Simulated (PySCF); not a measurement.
## Atomic charges against the basis set

Compound: C3H3F.
Bonds: F1–C2, C2–C3, C3–C4 (double), C2–C4. Hydrogens: H5 on C2; H6 on C3; H7 on C4.

PBE0 throughout (PySCF), one geometry, spherical d and f functions. Isolated species at its PBE0-D3(BJ)/def2-SVP geometry, gas phase. Atoms taken as equivalent share a column and are averaged.

Mulliken charges (e):

| basis | functions | F1 | C2 | C3/C4 | H5 | H6/H7 |
| --- | --- | --- | --- | --- | --- | --- |
| STO-3G | 23 | -0.116 | +0.030 | -0.105 | +0.073 | +0.112 |
| 6-31G | 42 | -0.335 | +0.069 | -0.150 | +0.163 | +0.201 |
| pcSseg-0 | 42 | -0.372 | +0.063 | -0.238 | +0.241 | +0.272 |
| 6-31G* | 62 | -0.341 | +0.150 | -0.171 | +0.152 | +0.191 |
| cc-pVDZ | 71 | -0.238 | +0.219 | -0.034 | +0.029 | +0.029 |
| def2-SVP | 71 | -0.271 | +0.223 | -0.057 | +0.048 | +0.057 |
| aug-cc-pVDZ | 119 | -0.505 | +0.993 | +0.296 | -0.377 | -0.351 |
| 6-311+G(2d,p) | 126 | -0.286 | +0.104 | -0.100 | +0.115 | +0.134 |
| def2-TZVP | 142 | -0.229 | +0.047 | -0.126 | +0.097 | +0.169 |
| cc-pVTZ | 162 | -0.232 | +0.168 | -0.141 | +0.073 | +0.136 |
| IGLO-III | 170 | -0.298 | +0.146 | -0.077 | +0.078 | +0.114 |

IAO charges (e):

```tsv
basis	functions	F1	C2	C3/C4	H5	H6/H7
STO-3G	23	-0.144	+0.015	-0.141	+0.109	+0.151
6-31G	42	-0.316	+0.121	-0.150	+0.137	+0.179
pcSseg-0	42	-0.301	+0.114	-0.150	+0.136	+0.176
6-31G*	62	-0.325	+0.162	-0.150	+0.122	+0.171
cc-pVDZ	71	-0.326	+0.161	-0.152	+0.123	+0.173
def2-SVP	71	-0.328	+0.162	-0.146	+0.119	+0.169
aug-cc-pVDZ	119	-0.344	+0.159	-0.151	+0.131	+0.178
6-311+G(2d,p)	126	-0.345	+0.157	-0.150	+0.132	+0.178
def2-TZVP	142	-0.343	+0.162	-0.152	+0.130	+0.178
cc-pVTZ	162	-0.340	+0.161	-0.153	+0.129	+0.178
IGLO-III	170	-0.345	+0.159	-0.152	+0.131	+0.179
```

Problem. Which scheme is steadiest as the basis changes?

Solution. Largest range over the bases for any column: IAO 0.20 e, Mulliken 0.96 e. IAO charges move least and Mulliken charges most, counted in e. Without the minimal STO-3G basis the ranges are IAO 0.05, Mulliken 0.95 e.

Problem. How much do the charges still move between the two largest bases, cc-pVTZ and IGLO-III?

Solution. At most, over all atoms: Mulliken 0.067 e, IAO 0.005 e.

Problem. What do the same runs give for the total energy, the frontier levels and the dipole moment?

Solution. 
```csv
basis,energy (Eh),HOMO (eV),LUMO (eV),μ (D)
STO-3G,-212.7655,-4.74,3.03,1.20
6-31G,-215.5652,-8.22,-0.02,2.36
pcSseg-0,-215.1168,-8.46,-0.39,2.33
6-31G*,-215.6224,-8.02,0.17,2.02
cc-pVDZ,-215.6410,-8.14,-0.07,2.03
def2-SVP,-215.4702,-8.27,-0.18,2.08
aug-cc-pVDZ,-215.6586,-8.42,-0.48,2.25
"6-311+G(2d,p)",-215.6970,-8.45,-0.49,2.29
def2-TZVP,-215.7183,-8.38,-0.36,2.18
cc-pVTZ,-215.7089,-8.33,-0.29,2.12
IGLO-III,-215.7212,-8.43,-0.46,2.23
```

The dipole is fixed by the density alone, so its range of 1.16 D shows that the density itself changes with the basis, not only its division among atoms.
